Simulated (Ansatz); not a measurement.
`CC(F)SS` + H₂ → `CCSS` + H–F  (hydrogenolysis of a C–F bond)

Gas-phase electronic energies from Ansatz, PBE0-D4/def2-TZVP geometries. CCSD(T)/CBS adds triple-zeta CCSD(T) − MP2 to the extrapolated MP2 energy (def2 sets, frozen cores). This one scheme is used for every species. DFT in def2-TZVPP. Each species was taken in one conformer, which may not be the lowest.

`CC(F)SS`:

Cartesian coordinates in Å:
```
C 1.069 -0.487 0.313
C -0.108 -0.544 -0.618
F 0.105 0.321 -1.672
S -1.720 -0.227 0.142
S -1.468 1.532 1.138
H 1.141 0.500 0.772
H 0.965 -1.237 1.098
H 1.984 -0.682 -0.249
H -0.245 -1.548 -1.039
H -1.723 2.372 0.116
```

H₂:

```xyz
2

H     0.294   -0.228   -0.029
H    -0.294    0.228    0.029
```

`CCSS`:

Cartesian coordinates in Å:
```
C 0.962 0.152 -0.543
C -0.533 0.308 -0.698
S -1.418 0.619 0.853
S -1.218 -1.135 1.869
H 1.434 -0.002 -1.517
H 1.404 1.037 -0.081
H 1.196 -0.714 0.080
H -0.782 1.185 -1.304
H -0.984 -0.562 -1.180
H -0.063 -0.888 2.519
```

H–F:

Cartesian coordinates in Å:
```
F 0.272 0.007 -0.371
H -0.272 -0.007 0.371
```

CCSD(T)/CBS gives -95.7 kJ/mol.

(1) Another level gave -90.9 kJ/mol. Which?
A. BHLYP/def2-TZVPP
B. MP2/def2-TZVPP
C. revPBE-D4/def2-TZVPP
D. revPBE/def2-TZVPP

(2) What do rigid-rotor, harmonic-oscillator terms from PBE0-D4/def2-TZVP frequencies (298.15 K, 1 bar) make of the CCSD(T)/CBS value? (An estimate is asked.)

Largest T1 diagnostic among the species: 0.012.

Results:

(1) A. BHLYP -90.9, revPBE-D4 -78.7, MP2/def2-TZVPP -98.8, revPBE -83.6 kJ/mol.

(2) Computed: ΔZPE = +18.4 kJ/mol, ΔH = -78.9 kJ/mol, ΔS = 27 J/(mol·K), ΔG = -86.9 kJ/mol.

From BLYP to BHLYP (50 % exact exchange), in def2-TZVPP and without D4, ΔE moves by −12.8 kJ/mol. Leaving LDA and LC-ωPBE aside and taking each functional with its dispersion term where it has one, the values, not all of them listed here, spread over 21.8 kJ/mol, from PBE-QIDH to BLYP-D4. LDA lies +5.9 kJ/mol from PBE without D4. At CCSD(T), def2-SVP lies +13.8 kJ/mol from the extrapolated value and def2-TZVPP +2.6 kJ/mol.

CCSD(T)/CBS has its own doubt, a few kJ/mol and more with outer-core shells, so smaller differences from it don't rank the levels.
